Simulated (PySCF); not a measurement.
# Protonation sites of ch3c(S)och3

Molecule: ch3c(S)och3, `COC(C)=S` (C3H6OS). Coordinates in Å; atoms count from 1 in this order:
```
C     1.7990    0.3282   -0.2758
O     0.3982    0.4192   -0.4469
C    -0.3976   -0.2998    0.3326
C    -1.8283   -0.0662   -0.0348
S     0.1156   -1.3065    1.5158
H     2.2397    0.9861   -1.0345
H     2.0873    0.6504    0.7365
H     2.1392   -0.7098   -0.4115
H    -2.4956   -0.5995    0.6492
H    -2.0013   -0.4113   -1.0671
H    -2.0464    1.0132   -0.0154
```

Level of theory: ωB97X-D3(BJ)/def2-TZVP single points in PySCF, grid level 2; every species was optimised with PBE0-D3(BJ)/def2-SVP. Zero-point and thermal terms (298.15 K, 1 bar) come from unscaled PBE0-D3(BJ)/def2-SVP harmonic frequencies, with soft modes damped to free rotors in the entropy.

```tsv
site	product	PA / kJ/mol	GB / kJ/mol	gas share
S5 (thiocarbonyl sulfur)	COC(C)=[SH+]	867	838	> 99.9 %
O2 (ether oxygen)	C[OH+]C(C)=S	731	704	< 0.1 %
```

PA is −ΔH and GB is −ΔG of B + H⁺ → BH⁺ in the gas phase. Shares are Boltzmann weights among the listed products; an error of 10 kJ/mol changes a ratio about 56-fold. Sites whose products fell apart, merged with another or lost in a GFN2-xTB screen aren't listed.

Among these, S5 (thiocarbonyl sulfur) wins by 134 kJ/mol in gas-phase free energy over O2.

Measured values (NIST Chemistry WebBook, evaluated or the median of agreeing entries): proton affinity (−ΔH) 846 kJ/mol (computed 867, difference 21); gas-phase basicity (−ΔG) 816 kJ/mol (computed 838, difference 21). These are compared with the most favourable site that keeps the skeleton.

Run with `OMP_NUM_THREADS=1 python redox_run.py task.json out` on 1 thread of Arm Neoverse V1, a shared host. Structures, frequencies and single points: 9.4 min of wall time.

Differences come from unrounded values, so a last digit can differ from that of the printed terms.
